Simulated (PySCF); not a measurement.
## Level sweep

SiCl₂ (singlet state).
Numbering: `[Cl:1][Si:2][Cl:3]`

PySCF, dipoles from the SCF density, polarisabilities from static response with core orbitals frozen. Geometry: PBE0-D3(BJ)/def2-SVP; no solvent, vibrations or thermal averaging.

The anisotropy is √(½[(α1 − α2)² + (α2 − α3)² + (α3 − α1)²]).

```json
{"level": "LDA/def2-SVPD", "μ (D)": "0.938", "α (au)": "59.94", "anisotropy (au)": "25.05"}
{"level": "PBE/def2-SVPD", "μ (D)": "0.924", "α (au)": "59.75", "anisotropy (au)": "24.90"}
{"level": "B3LYP/def2-SVPD", "μ (D)": "1.098", "α (au)": "58.27", "anisotropy (au)": "23.39"}
{"level": "PBE0/def2-SVPD", "μ (D)": "1.033", "α (au)": "57.61", "anisotropy (au)": "22.74"}
{"level": "BHandHLYP/def2-SVPD", "μ (D)": "1.200", "α (au)": "56.27", "anisotropy (au)": "21.29"}
{"level": "CAM-B3LYP/def2-SVPD", "μ (D)": "1.150", "α (au)": "57.26", "anisotropy (au)": "22.22"}
{"level": "wB97X-D/def2-SVPD", "μ (D)": "1.048", "α (au)": "57.14", "anisotropy (au)": "21.68"}
{"level": "LC-wPBE/def2-SVPD", "μ (D)": "1.073", "α (au)": "55.85", "anisotropy (au)": "20.87"}
{"level": "HF/def2-SVPD", "μ (D)": "1.184", "α (au)": "54.67", "anisotropy (au)": "18.55"}
{"level": "PBE0/6-31G*", "μ (D)": "1.294", "α (au)": "44.45", "anisotropy (au)": "25.04"}
```

The dipole runs from 0.92 D (PBE/def2-SVPD) to 1.29 D (PBE0/6-31G*). In one basis (def2-SVPD) the functionals order the polarisability from HF (lowest) to LDA (highest), a spread of 10%. With PBE0 the polarisability is 44.45 au without diffuse functions (6-31G*) and 57.61 au with them (def2-SVPD).
